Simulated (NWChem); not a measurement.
**One shape, several levels: C2H8Si (dimethylsilane)**

Aim: a comparison of 5 runs (BLYP/def2-SVP, PBE/def2-SVP, TPSS/def2-SVP, r2SCAN/def2-SVP, revPBE/def2-SVP) of C2H8Si (dimethylsilane). 

The results are computed with NWChem 7.3.0.

**1. The molecule**

The species is C2H8Si (11 atoms), meant as a singlet with charge 0. As SMILES, `C[SiH2]C`. The coordinates come from a PBE0-D4/def2-TZVP relaxation.

Bond lengths: C1–Si2 1.872 Å, Si2–C3 1.872 Å, C1–H4 1.092 Å, C1–H5 1.093 Å, C1–H6 1.093 Å, Si2–H7 1.491 Å, Si2–H8 1.491 Å, C3–H9 1.093 Å, C3–H10 1.092 Å, C3–H11 1.093 Å. Some angles: C1–Si2–C3 111.5°, C1–Si2–H7 109.5°, C1–Si2–H8 109.5°, C3–Si2–H7 109.5°, C3–Si2–H8 109.5°, Si2–C1–H4 111.0°, Si2–C1–H5 110.9°, Si2–C1–H6 110.9°, Si2–C3–H9 110.9°, Si2–C3–H10 111.0°.

**2. Energy and gradient at BLYP/def2-SVP (run 1)**

File c2h8si.nw:

```
start c2h8si
title "C2H8Si"
memory total 2200 mb

geometry units atomic noautosym nocenter noautoz
  C  -1.98459038  1.82774311 -1.24948691
  Si -0.58430332 -1.23436910 -0.16554001
  C   2.54470520 -0.74133956  1.40916877
  H  -3.80930992  1.52482001 -2.16581511
  H  -0.74020572  2.76769288 -2.60366465
  H  -2.27693101  3.10841050  0.34411913
  H  -0.26437268 -2.95590960 -2.37368499
  H  -2.35289800 -2.49311568  1.63140056
  H   3.88943431  0.14210740  0.11413946
  H   3.34972853 -2.53601246  2.03599093
  H   2.35233108  0.48225811  3.06192324
end

basis "ao basis" spherical bse
  C library def2-SVP
  Si library def2-SVP
  H library def2-SVP
end

dft
  xc becke88 lyp
  grid xfine
  convergence energy 1e-08
  iterations 100
  mulliken
end

task dft gradient
```

The run is started by

```
$ nwchem c2h8si.nw > c2h8si.out
```

Output:

```text
[...]
          Wavefunction type:  closed shell.
          No. of atoms     :    11
          No. of electrons :    34
[...]
          Charge           :     0
          Spin multiplicity:     1
[...]
          AO basis - number of functions:    86
[...]
              XC Information
              --------------
                    Becke 1988 Exchange Functional  1.000
              Lee-Yang-Parr Correlation Functional  1.000
[...]
 d= 0,ls=0.0,diis     1   -370.2753058623 -4.84D+02  7.28D-03  2.58D-01     3.5
[...]
 d= 0,ls=0.0,diis     8   -370.3035909440  1.44D-10  8.49D-07  5.96D-09    23.6
         Total DFT energy =     -370.303590944007
      One electron energy =     -734.947024178198
           Coulomb energy =      285.153602305851
    Exchange-Corr. energy =      -34.668673349424
 Nuclear repulsion energy =      114.158504277764
[...]
      Total Density - Mulliken Population Analysis
     ---------------------------------------------
    Atom       Charge   Shell Charges
 -----------   ------   -------------------------------------------------------
    1 C    6     6.15   1.98  0.91  0.17  2.16  0.91  0.02
    2 Si  14    13.63   2.00  1.98  1.06  0.21  5.92  1.32  0.93  0.22
    3 C    6     6.15   1.98  0.91  0.17  2.16  0.91  0.02
    4 H    1     0.97   0.74  0.21  0.02
    5 H    1     0.98   0.74  0.21  0.02
    6 H    1     0.98   0.74  0.21  0.02
    7 H    1     1.11   0.75  0.34  0.01
    8 H    1     1.11   0.75  0.34  0.01
    9 H    1     0.98   0.74  0.21  0.02
   10 H    1     0.97   0.74  0.21  0.02
[...]
  wavefunction    = closed shell
[...]
```

Run time: 29 s. Hardware: 1 thread of Intel Xeon 6975P-C (Granite Rapids), shared host; peak memory 0.15 GiB.

**3. Energy and gradient at PBE/def2-SVP (run 2)**

File struct.nw:

```
start struct
title "C2H8Si"
memory stack 880 mb heap 220 mb global 1100 mb
charge 0
geometry units angstroms noautosym nocenter noautoz
 C    -1.050200    0.967200   -0.661200
 Si   -0.309200   -0.653200   -0.087600
 C     1.346600   -0.392300    0.745700
 H    -2.015800    0.806900   -1.146100
 H    -0.391700    1.464600   -1.377800
 H    -1.204900    1.644900    0.182100
 H    -0.139900   -1.564200   -1.256100
 H    -1.245100   -1.319300    0.863300
 H     2.058200    0.075200    0.060400
 H     1.772600   -1.342000    1.077400
 H     1.244800    0.255200    1.620300
end
basis spherical bse
 * library def2-SVP
end
dft
 xc xpbe96 cpbe96
 grid xfine
 convergence energy 1e-08
 maxiter 100
 mulliken
end
task dft gradient
```

The run is started by

```
$ nwchem struct.nw > struct.out
```

Output:

```text
[...]
          Wavefunction type:  closed shell.
          No. of atoms     :    11
          No. of electrons :    34
[...]
          Charge           :     0
          Spin multiplicity:     1
[...]
          AO basis - number of functions:    86
[...]
              XC Information
              --------------
          PerdewBurkeErnzerhof Exchange Functional  1.000
            Perdew 1991 LDA Correlation Functional  1.000 local
           PerdewBurkeErnz. Correlation Functional  1.000 non-local
[...]
 d= 0,ls=0.0,diis     1   -370.0740077525 -4.84D+02  6.28D-03  2.45D-01     3.4
[...]
 d= 0,ls=0.0,diis     8   -370.0983134200 -4.27D-11  3.39D-07  9.13D-10    23.8
         Total DFT energy =     -370.098313420041
      One electron energy =     -735.046974297323
           Coulomb energy =      285.238780244848
    Exchange-Corr. energy =      -34.448631857164
 Nuclear repulsion energy =      114.158512489598
[...]
      Total Density - Mulliken Population Analysis
     ---------------------------------------------
    Atom       Charge   Shell Charges
 -----------   ------   -------------------------------------------------------
    1 C    6     6.27   1.98  0.90  0.23  2.14  0.99  0.01
    2 Si  14    13.67   2.00  1.98  1.05  0.21  5.92  1.33  0.96  0.22
    3 C    6     6.27   1.98  0.90  0.23  2.14  0.99  0.01
    4 H    1     0.94   0.73  0.19  0.03
    5 H    1     0.94   0.73  0.19  0.03
    6 H    1     0.94   0.73  0.19  0.03
    7 H    1     1.08   0.74  0.33  0.01
    8 H    1     1.08   0.74  0.33  0.01
    9 H    1     0.94   0.73  0.19  0.03
   10 H    1     0.94   0.73  0.19  0.03
[...]
  wavefunction    = closed shell
[...]
```

Run time: 29 s. Hardware: 1 thread of Intel Xeon 6975P-C (Granite Rapids), shared host; peak memory 0.15 GiB.

**4. Energy and gradient at TPSS/def2-SVP (run 3)**

Changes to c2h8si.nw since step 2:

```diff
@@ -1,6 +1,5 @@
 start c2h8si
-title "C2H8Si"
-memory total 2200 mb
+memory stack 880 mb heap 220 mb global 1100 mb
 
-geometry units atomic noautosym nocenter noautoz
+geometry units au noautosym nocenter noautoz
   C  -1.98459038  1.82774311 -1.24948691
@@ -25,3 +24,3 @@
 dft
-  xc becke88 lyp
+  xc xtpss03 ctpss03
   grid xfine
@@ -30,2 +29,3 @@
   mulliken
+  noprint "final vectors analysis"
 end
```

The run is started by

```
$ nwchem c2h8si.nw > c2h8si.out
```

Output:

```text
[...]
          Wavefunction type:  closed shell.
          No. of atoms     :    11
          No. of electrons :    34
[...]
          Charge           :     0
          Spin multiplicity:     1
[...]
          AO basis - number of functions:    86
[...]
              XC Information
              --------------
                  TPSS metaGGA Exchange Functional  1.000
             TPSS03 metaGGA Correlation Functional  1.000
[...]
 d= 0,ls=0.0,diis     1   -370.3969987688 -4.85D+02  6.11D-03  2.07D-01     4.6
[...]
 d= 0,ls=0.0,diis     8   -370.4258385691 -6.41D-11  1.57D-07  1.36D-10    32.6
         Total DFT energy =     -370.425838569115
      One electron energy =     -734.977065778521
           Coulomb energy =      285.202903054305
    Exchange-Corr. energy =      -34.810180122663
 Nuclear repulsion energy =      114.158504277764
[...]
      Total Density - Mulliken Population Analysis
     ---------------------------------------------
    Atom       Charge   Shell Charges
 -----------   ------   -------------------------------------------------------
    1 C    6     6.26   1.99  0.89  0.25  2.13  0.99  0.02
    2 Si  14    13.59   2.00  1.98  1.02  0.20  5.93  1.31  0.92  0.23
    3 C    6     6.26   1.99  0.89  0.25  2.13  0.99  0.02
    4 H    1     0.95   0.75  0.18  0.02
    5 H    1     0.95   0.75  0.18  0.02
    6 H    1     0.95   0.75  0.18  0.02
    7 H    1     1.10   0.76  0.33  0.01
    8 H    1     1.10   0.76  0.33  0.01
    9 H    1     0.95   0.75  0.18  0.02
   10 H    1     0.95   0.75  0.18  0.02
[...]
  wavefunction    = closed shell
[...]
```

Wall time 43 s (1 thread of Intel Xeon 6975P-C (Granite Rapids), shared host); peak memory 0.15 GiB.

Run 4 isn't shown in full; the table further down has it.

**5. Energy and gradient at revPBE/def2-SVP (run 5)**

File test.nw:

```
start test
memory total 2200 mb
geometry units angstrom noautosym nocenter noautoz
   C     -1.050200     0.967200    -0.661200
   Si    -0.309200    -0.653200    -0.087600
   C      1.346600    -0.392300     0.745700
   H     -2.015800     0.806900    -1.146100
   H     -0.391700     1.464600    -1.377800
   H     -1.204900     1.644900     0.182100
   H     -0.139900    -1.564200    -1.256100
   H     -1.245100    -1.319300     0.863300
   H      2.058200     0.075200     0.060400
   H      1.772600    -1.342000     1.077400
   H      1.244800     0.255200     1.620300
end
basis spherical bse
   * library def2-SVP
end
dft
   xc revpbe cpbe96
   grid xfine
   convergence energy 1e-08
   iterations 100
   mulliken
   noprint "final vectors analysis"
end
task dft gradient
```

The run is started by

```
$ nwchem test.nw > test.out
```

Output:

```text
[...]
          Wavefunction type:  closed shell.
          No. of atoms     :    11
          No. of electrons :    34
[...]
          Charge           :     0
          Spin multiplicity:     1
[...]
          AO basis - number of functions:    86
[...]
              XC Information
              --------------
                        RevPBE Exchange Functional  1.000
            Perdew 1991 LDA Correlation Functional  1.000 local
           PerdewBurkeErnz. Correlation Functional  1.000 non-local
[...]
 d= 0,ls=0.0,diis     1   -370.2645614086 -4.84D+02  6.37D-03  2.31D-01     3.5
[...]
 d= 0,ls=0.0,diis     8   -370.2902477150 -6.86D-11  2.67D-07  4.85D-10    23.9
         Total DFT energy =     -370.290247714955
      One electron energy =     -735.029378773439
           Coulomb energy =      285.235451363302
    Exchange-Corr. energy =      -34.654832794416
 Nuclear repulsion energy =      114.158512489598
[...]
      Total Density - Mulliken Population Analysis
     ---------------------------------------------
    Atom       Charge   Shell Charges
 -----------   ------   -------------------------------------------------------
    1 C    6     6.26   1.98  0.90  0.24  2.13  0.99  0.01
    2 Si  14    13.62   2.00  1.98  1.04  0.20  5.92  1.32  0.93  0.22
    3 C    6     6.26   1.98  0.90  0.24  2.13  0.99  0.01
    4 H    1     0.95   0.74  0.18  0.03
    5 H    1     0.95   0.74  0.19  0.03
    6 H    1     0.95   0.74  0.19  0.03
    7 H    1     1.09   0.75  0.33  0.01
    8 H    1     1.09   0.75  0.33  0.01
    9 H    1     0.95   0.74  0.19  0.03
   10 H    1     0.95   0.74  0.18  0.03
[...]
  wavefunction    = closed shell
[...]
```

It took 29 s on 1 thread of Intel Xeon 6975P-C (Granite Rapids), shared host; peak memory 0.15 GiB.

**6. Overview of the runs**

```
run            level  energy (Eh)  dipole moment (D)  HOMO energy (eV)  LUMO energy (eV)  wall time
  1    BLYP/def2-SVP  -370.303591               0.82             -7.30              0.84       29 s
  2     PBE/def2-SVP  -370.098313               0.84             -7.46              0.80       29 s
  3    TPSS/def2-SVP  -370.425839               0.80                 –                 –       43 s
  4  r2SCAN/def2-SVP  -370.297094               0.83             -7.79              1.36       43 s
  5  revPBE/def2-SVP  -370.290248               0.83                 –                 –       29 s
```

**7. Outcome**

```
                       quantity          value
            run 5: total energy  -370.29025 Eh
           run 5: dipole moment         0.83 D
run 5: largest force on an atom     0.577 eV/Å
```

**Reading.** The dipole moment (its size) runs from 0.80 D (TPSS/def2-SVP) to 0.84 D (PBE/def2-SVP). Over runs 1, 2, 4 the HOMO–LUMO gap runs from 8.14 eV (BLYP/def2-SVP) to 9.15 eV (r2SCAN/def2-SVP). Totals of different functionals can't be ranked against each other. All runs together took 2.9 min, the longest 43 s.
